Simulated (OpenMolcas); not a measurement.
# PH3 (phosphine) at 6 levels

Aim: a comparison of 6 runs (HF/aug-cc-pVTZ, B2PLYP/aug-cc-pVTZ, BHLYP/aug-cc-pVTZ, PBE/aug-cc-pVTZ, SVWN5/aug-cc-pVTZ, CCSD(T)/aug-cc-pVTZ) of PH3 (phosphine). 

Program for the calculation: OpenMolcas 26.06.

## (1) The molecule

The species is PH3 (4 atoms), meant as a singlet with charge 0. As SMILES, `P`. The P1–H4 distance was set to 2.130 Å, away from the relaxed value. At this shape a bond of the SMILES string is far longer than usual.

Bond lengths: P1–H2 1.420 Å, P1–H3 1.420 Å. Angles: H2–P1–H3 93.1°. A long bond or contact: P1–H4 2.130 Å.

## (2) A single-point energy at HF/aug-cc-pVTZ (run 1)

mol.input

```
&GATEWAY
 BasLib=$CurrDir
 Coord
 4
 bohr
 P      0.95364651    -1.89254749    -0.34157178
 H      1.49202948    -1.33980259     2.22807781
 H     -1.60031835    -2.52844033     0.17923674
 H      0.05423514     1.93413469    -1.20356657
 Basis=aug-cc-pVTZ
 Group=NoSym

&SEWARD

&SCF
 Thresholds=1e-10 1e-07 1e-07 1e-05
 PrOrbitals=1 2
```

The basis set aug-cc-pVTZ is read from a file made from the Basis Set Exchange's data (not shown).

Launch:

```console
$ export MOLCAS_MEM=1860
$ pymolcas mol.input > mol.log
```

Output:

```text
--- Start Module: gateway ---
[...]
--- Stop Module: gateway /rc=_RC_ALL_IS_WELL_ ---
--- Start Module: seward ---
[...]
      Basis functions          119
--- Stop Module: seward /rc=_RC_ALL_IS_WELL_ ---
[...]
--- Start Module: scf ---
[...]
       Convergence after  12 Iterations
[...]
::    Total SCF energy                               -342.4026829983
[...]
      Total spin, S                                     0.0000000000
[...]
      Total electronic charge=   18.000000
      Total            charge=   -0.000000
[...]
      Dipole Moment (debye):
      Origin of the operator (angstrom)=    0.4589   -0.9428   -0.1458
                   X= -1.8767E-01               Y= -8.4479E-01               Z=  7.7321E-01           Total=  1.1605E+00
      Quadrupole Moment (debye*angstrom):
[...]
--- Stop Module: scf /rc=_RC_ALL_IS_WELL_ ---
[...]
```

Wall time 16 s (1 thread of Arm Neoverse V1, shared host); peak memory 0.75 GiB.

## (3) The energy at B2PLYP/aug-cc-pVTZ (run 2)

calc.input

```
&GATEWAY
BasLib=$CurrDir
Coord
4
angstrom
P        0.504648      -1.001493      -0.180752
H        0.789548      -0.708993       1.179048
H       -0.846852      -1.337993       0.094848
H        0.028700       1.023500      -0.636900
Basis=aug-cc-pVTZ
Group=NoSym
&SEWARD
GridInput
Grid=UltraFine
End of Grid
&SCF
KSDFT=B2PLYP_SCF
Thresholds=1e-10 1e-07 1e-07 1e-05
PrOrbitals=1 1
&MBPT2
Frozen=5
```

The basis set aug-cc-pVTZ is read from a file made from the Basis Set Exchange's data (not shown).

Launch:

```console
$ export MOLCAS_MEM=1860
$ pymolcas calc.input > calc.log
```

Output:

```text
--- Start Module: gateway ---
[...]
--- Stop Module: gateway /rc=_RC_ALL_IS_WELL_ ---
[...]
      Basis functions          119
[...]
--- Start Module: scf ---
[...]
       Convergence after  12 Iterations
[...]
::    Total KS-DFT energy                            -342.8904541678
[...]
      Total spin, S                                     0.0000000000
[...]
      Total electronic charge=   18.000000
      Total            charge=   -0.000000
[...]
      Dipole Moment (debye):
      Origin of the operator (angstrom)=    0.4589   -0.9428   -0.1458
                   X= -1.8028E-01               Y= -6.7749E-01               Z=  6.6502E-01           Total=  9.6631E-01
      Quadrupole Moment (debye*angstrom):
[...]
--- Stop Module: scf /rc=_RC_ALL_IS_WELL_ ---
[...]
--- Start Module: mbpt2 ---
[...]
 ###    WARNING: MP2 implementation intended for RHF references only         ###
 ###############################################################################
MBPT2 WARNING: Reference function according to RunFile:KS-DFT
I'll assume you know what you're doing and continue
WARNING!
Default frozen orbitals as non valence orbitals is overwritten by user input.
Default values:   5
[...]
       Reference weight ( Cref**2 )         =        0.86600
::    Total MBPT2 energy                             -343.1183705692
[...]
      Total MBPT2 calculations                           0.56      0.62
--- Stop Module: mbpt2 /rc=_RC_ALL_IS_WELL_ ---
[...]
```

Run time: 34 s. Hardware: 1 thread of Arm Neoverse V1, shared host; peak memory 0.75 GiB.

Runs 3 to 5 aren't shown in full; the table further down has their settings and results.

## (4) The energy at CCSD(T)/aug-cc-pVTZ (Cholesky decomposition) (run 6)

geom.xyz

```xyz
4

P      0.504648    -1.001493    -0.180752
H      0.789548    -0.708993     1.179048
H     -0.846852    -1.337993     0.094848
H      0.028700     1.023500    -0.636900
```

test.inp

```
* H3P CCSD(T)
>>> EXPORT MOLCAS_PRINT=2

&GATEWAY
 BasLib
 $CurrDir
 Coord
 geom.xyz
 Basis
 aug-cc-pVTZ
 Group
 NoSym

&SEWARD
 High

&SCF
 Thresholds
 1e-10 1e-07 1e-07 1e-05
 PrOrbitals
 1 1

&CHCC
 Frozen
 5
 Threshold
 1e-08
 MaxIterations
 80

&CHT3
 Frozen
 5
```

The basis set aug-cc-pVTZ is read from a file made from the Basis Set Exchange's data (not shown).

Launch:

```console
$ export MOLCAS_MEM=1860
$ pymolcas test.inp > test.log
```

Output:

```text
--- Start Module: gateway ---
[...]
--- Stop Module: gateway /rc=_RC_ALL_IS_WELL_ ---
[...]
      Basis functions          119
[...]
       Convergence after  13 Iterations
[...]
::    Total SCF energy                               -342.4026829856
[...]
      Total spin, S                                     0.0000000000
[...]
      Total electronic charge=   18.000000
      Total            charge=   -0.000000
[...]
      Dipole Moment (debye):
      Origin of the operator (angstrom)=    0.4589   -0.9428   -0.1458
                   X= -1.8767E-01               Y= -8.4479E-01               Z=  7.7321E-01           Total=  1.1605E+00
      Quadrupole Moment (debye*angstrom):
[...]
--- Start Module: chcc ---
[...]
--- Stop Module: chcc /rc=_RC_ALL_IS_WELL_ ---
[...]
--- Start Module: cht3 ---
[...]
--- Stop Module: cht3 /rc=_RC_ALL_IS_WELL_ ---
[...]
```

Run time: 5.7 min. Hardware: 1 thread of Arm Neoverse V1, shared host; peak memory 0.33 GiB.

## (5) Overview of the runs

| run | level | frozen core orbitals | integration grid | energy (Eh) | dipole moment (D) of the reference | HOMO energy (eV) | LUMO energy (eV) | wall time |
| --- | --- | --- | --- | --- | --- | --- | --- | --- |
| 1 | HF/aug-cc-pVTZ | – | – | -342.402683 | 1.16 | -10.23 | 0.43 | 16 s |
| 2 | B2PLYP/aug-cc-pVTZ | 5 | UltraFine | -342.951992 | 0.97 | -8.77 | -1.17 | 34 s |
| 3 | BHLYP/aug-cc-pVTZ | – | UltraFine | -343.071237 | 0.94 | -8.83 | -1.43 | 33 s |
| 4 | PBE/aug-cc-pVTZ | – | UltraFine | -342.919267 | 0.76 | -6.87 | -3.14 | 38 s |
| 5 | SVWN5/aug-cc-pVTZ | – | UltraFine | -341.790232 | 0.70 | -6.90 | -3.21 | 31 s |
| 6 | CCSD(T)/aug-cc-pVTZ (Cholesky decomposition) | 5 | – | -342.626073 | 1.16 | -10.23 | 0.43 | 5.7 min |

## (6) What came out

```
                                          quantity          value
                               run 6: total energy  -342.62607 Eh
         run 6: dipole moment (mean-field density)         1.16 D
        run 6: HOMO energy (Hartree–Fock orbitals)      -10.23 eV
        run 6: LUMO energy (Hartree–Fock orbitals)        0.43 eV
      run 6: HOMO–LUMO gap (Hartree–Fock orbitals)       10.66 eV
run 6: correlation energy (5 core orbitals frozen)     -223.4 mEh
                             run 6: (T) correction      -9.44 mEh
```

**Reading.** Over runs 1, 2, 3, 4, 5 the dipole moment (its size) runs from 0.70 D (SVWN5/aug-cc-pVTZ) to 1.16 D (HF/aug-cc-pVTZ). Over runs 1, 2, 3, 4, 5 the HOMO–LUMO gap runs from 3.70 eV (SVWN5/aug-cc-pVTZ) to 10.66 eV (HF/aug-cc-pVTZ). Exact exchange widens orbital gaps. For B2PLYP the log adds the whole second-order term; the table takes 0.27 of it, as the functional is defined. Totals of different functionals can't be ranked against each other. All runs together took 8.2 min, the longest 5.7 min.
